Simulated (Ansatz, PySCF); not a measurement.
Gas-phase enthalpy of formation at 298 K, by the atomisation route, of [SH] (HS) (SMILES; HS). Geometries: B3LYP-D3(BJ)/def2-TZVP minima from Ansatz (a program for electronic structure). Correlated levels leave the core frozen unless marked. UHF or UKS for open shells. No spin-orbit coupling. Non-relativistic. CBS marks a two-point X^-3 extrapolation of the correlation energy; Hartree-Fock from the larger set (for Q and 5 zeta extrapolated as (X+1)exp(-9√X)). Thermal terms are rigid-rotor harmonic-oscillator values from B3LYP-D3(BJ) frequencies (PySCF) at 298.15 K and 1 atm. 1 Eh = 627.5095 kcal/mol.

| species | count | E, CCSD(T)/CBS(cc-pV(Q+d)Z,cc-pV(5+d)Z) (Ansatz) (Eh) | E, PBE/def2-TZVPD (Ansatz) (Eh) | measured ΔHf at 0 K (kcal/mol) | H(298) - H(0) of the element (kcal/mol) |
|---|---|---|---|---|---|
| [SH] (HS) | 1 | -398.31485 | -398.57890 | - | - |
| H atom | 1 | -0.50000 | -0.49962 | 51.63 | 1.01 |
| S atom | 1 | -397.67542 | -397.93910 | 65.66 | 1.05 |

Molecule: zero-point energy 3.80, H(298) - H(0) 2.07 kcal/mol. The route leaves out scalar relativity and anharmonic zero-point terms, the atoms' spin-orbit terms, and in the frozen-core level the core correlation. Atomic data: G2/97 table in ASE.

Work out De, D0 and ΔHf at 0 and 298 K at both levels, and their errors against the measured value.


The atoms' values sum to 117.29 (0 K) and 2.06 (thermal), in kcal/mol.
- CCSD(T)/CBS(cc-pV(Q+d)Z,cc-pV(5+d)Z): De = 87.49; D0 = 87.49 - 3.80 = 83.69; ΔHf(0 K) = 117.29 - 83.69 = 33.60; ΔHf(298 K) = 33.60 + 2.07 - 2.06 = 33.61; error -0.6.
- PBE/def2-TZVPD: De = 87.96; D0 = 87.96 - 3.80 = 84.16; ΔHf(0 K) = 117.29 - 84.16 = 33.13; ΔHf(298 K) = 33.13 + 2.07 - 2.06 = 33.14; error -1.1.
Measured: 34.2 kcal/mol (G2/97 table in ASE (Curtiss et al.)). This is an older compilation, not checked against later work.
